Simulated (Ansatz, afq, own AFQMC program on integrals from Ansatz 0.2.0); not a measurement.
Integrals from Ansatz 0.2.0, then the random walk in our own AFQMC program (afq).

```yaml
crystal:
  periodic: [false, false, false]
  atoms:
    - {symbol: B, position_ang: [0.001291, 0.051455, -0.052133]}
    - {symbol: H, position_ang: [-0.014292, 0.912881, 0.797700]}
    - {symbol: H, position_ang: [-0.039041, -1.556230, 1.576744]}
    - {symbol: H, position_ang: [0.022614, 0.901422, -0.913304]}
    - {symbol: H, position_ang: [0.016874, -0.809971, -0.901966]}
basis:
  gaussian: {orbitals: cc-pVDZ}
total_charge: 1
magnetization: {spin_polarized: true, initial_magnetization: 0}
correlation: {method: ccsd_t, electrons: outside_noble_gas, hamiltonian_folder: ham}
```

```sh
$ ansatz run in.yaml --threads 1 --pin off --events-out ev --progress --plain --max-ram 16896MiB --backend cuda --devices 0, --max-vram 18GiB
```

Options of the walk:

```
--method phaseless --trial cisd --walkers 4000 --populations 20 --least-time 60 --time-step 0.005 --steps-per-block 50 --equilibration-blocks 40 --max-blocks 4000 --target-error 0.00029 --factor-cut 1e-05 --start spin_pure --seed 5433 --release-times 0.24,0.51,0.99,1.62,2.4 --release-step 0.03 --release-every 3 --taylor-order 6
```

Times are imaginary, in 1/Eh. The walk had a cap of 122 s. With eight or more populations the least sampling time is a fifth of least-time, and the error comes from their spread.

```
orbitals 33  electrons 3 3  factors 250 of 304
reference energy -26.47239810 Eh
CCSD correlation -0.10840605 Eh in 15 cycles, weight of the determinant in the CISD state 0.7457
energy of the start -26.559486 Eh
 block  time / (1/Eh)  mean weight  energy / Eh
     1     0.250  1.0000  -26.570418
     2     0.500  1.0001  -26.576765
     3     0.750  0.9999  -26.580672
     4     1.000  0.9998  -26.583607
     5     1.250  1.0000  -26.585046
    10     2.500  0.9998  -26.588255
    19     4.750  1.0000  -26.589399
    29     7.250  1.0001  -26.589951
    39     9.750  0.9999  -26.589174
    41    10.250  1.0001  -26.588272
    45    11.250  0.9997  -26.590368
    49    12.250  1.0001  -26.589486
    59    14.750  1.0001  -26.590056
    69    17.250  0.9999  -26.588969
    79    19.750  1.0001  -26.589516
    89    22.250  1.0002  -26.589612
error from the spread of 20 populations
released: time / (1/Eh)  energy / Eh  error  mean overlap
  0.24  -26.589721  0.000097  0.9992
  0.51  -26.601230  0.011314  0.9983
  0.99  -26.589953  0.000071  0.9992
  1.62  -26.590050  0.000069  0.9971
  2.40  -26.590028  0.000154  1.0002
energy -26.589511 +/- 0.000130 Eh
(rows thinned)
```

(1) Estimate how long the walk took on 1 × NVIDIA H100 80GB HBM3 with 2 threads of AMD EPYC 7R13 Processor (Zen 3), with other jobs on the host (the card was shared).

The run passed its tests (sampling time, drift between the halves within three errors, error under three times the target), which doesn't prove that it has relaxed. The second half of the sampling lies above the first by 1.8 errors of their difference, so the energy may still be moving and its error bar be too small.

Against this walk (error 3.5 meV) on the same determinant: CCSD(T) 99.6 meV higher, CCSDT(Q) 25.4 meV lower, CCSDTQ 25.4 meV lower, full CI 25.9 meV lower. The error is statistical and leaves out the bias of the constraint. The determinant has ⟨S²⟩ = 0.85, so the low cluster orders mix in higher spin, while the walk starts as a pure singlet. The released energies have errors that jump between times, so the bars are unsure (meV from the phaseless value at times in 1/Eh: -6 ± 3 at 0.24, -319 ± 308 at 0.51, -12.0 ± 1.9 at 0.99, -14.6 ± 1.9 at 1.62, -14 ± 4 at 2.40), so they give no level. Full CI is exact here, so the walk's 26 meV above it is the walk's own error: the bias of the constraint with this trial, or a walk that hasn't relaxed. The determinant is a poor start (see the cautions), so the low cluster orders aren't to be relied on, and full CI is the sure value.

Cautions: constraint bias not in the error; strong correlation (T1 0.097, weight of the determinant 0.75, largest double 0.31); unrestricted determinant spin contaminated (⟨S²⟩ 0.85 against 0.00).

Results:

(1) 66 s of wall time.

CCSDT and higher add their correlation energy to the determinant of the CCSD(T) run, since their own runs factorise the integrals more tightly (a shift of under 2 meV). A walk keeps the symmetry of its determinant, which the program's search chose and which needn't be the lowest solution, so a lower state of the same spin and another symmetry isn't excluded.
